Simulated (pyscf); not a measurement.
This saddle point was located with ωB97X-D3(BJ)/def2-SVP in PySCF.

```
Si
O 1 1.6239
H 2 0.9778 1 118.78
O 1 1.6384 2 129.00 3 -74.77
H 4 0.9677 1 113.57 2 59.06
H 1 1.4749 2 105.58 3 163.42
H 1 1.7536 6 85.41 4 -114.02
H 7 0.8886 1 82.39 6 178.82
S 8 1.8760 7 162.16 1 -22.49
S 9 2.0893 8 103.40 7 112.56
H 10 1.3496 9 97.26 8 -149.24
```

Surface: singlet, charge 0. Lowest wavenumbers (cm⁻¹): 827i, 63, 161, 213, 232.

Q: Which two sides does it connect, and which bonds change?

A: `[OH][SiH2][OH]` + `[SH][SH]` ⇌ `[OH][SiH]([OH])[S][SH]` + `[H][H]`, a four-centre exchange read from left to right: H–Si, H–S broken and S–Si, H–H formed. At ωB97M-D3(BJ)/def2-TZVP it lies +37.1 kcal/mol from the left side and +48.8 kcal/mol from the right (each side as separated species at their lowest minima found). On the reactant side the descent ends in a complex (not fully relaxed), 5.3 kcal/mol under the separated species and 41.3 kcal/mol under the saddle at ωB97X-D3(BJ)/def2-TZVP. This is the saddle that the search found; another between the same sides may lie lower.
